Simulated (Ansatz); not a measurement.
Predicting a hybrid from its neighbours: C2H2O2

The species is C2H2O2 (6 atoms), meant as a singlet with charge 0. As SMILES, `O=CC=O`. Geometry: relaxed at PBE0-D4/def2-TZVP. This is one conformer, not always the lowest.

The electronic atomisation energy y, in eV, basis aug-cc-pVDZ; a is the functional's share of exact exchange. Programs: Ansatz 0.2.0.

```
functional  program     a  y (eV)
       PBE   Ansatz     0   28.39
    r2SCAN   Ansatz     0   27.24
     B3LYP   Ansatz   0.2       ?
   r2SCAN0   Ansatz  0.25   26.28
      PBE0   Ansatz  0.25   27.21
     BHLYP   Ansatz   0.5   25.38
```

Task: Fit y = c + s·a to the known rows and predict B3LYP.

Result: 
1. Means of the 5 rows: a = 0.2000, y = 26.900.
2. Σ(Δa)² = 0.175, Σ(Δa·Δy) = -0.8375, so the slope is -0.8375/0.175 = -4.7857.
3. Intercept: 26.900 − (-4.7857) × 0.2000 = 27.857. The largest residual of the fit is 0.62.
4. B3LYP: 27.857 + (-4.7857) × 0.2 = 26.90 eV.

The run gave 26.94 eV, so the prediction is off by -0.04 eV, within the largest residual. The rows mix families of semi-local functionals, which the line can't see.
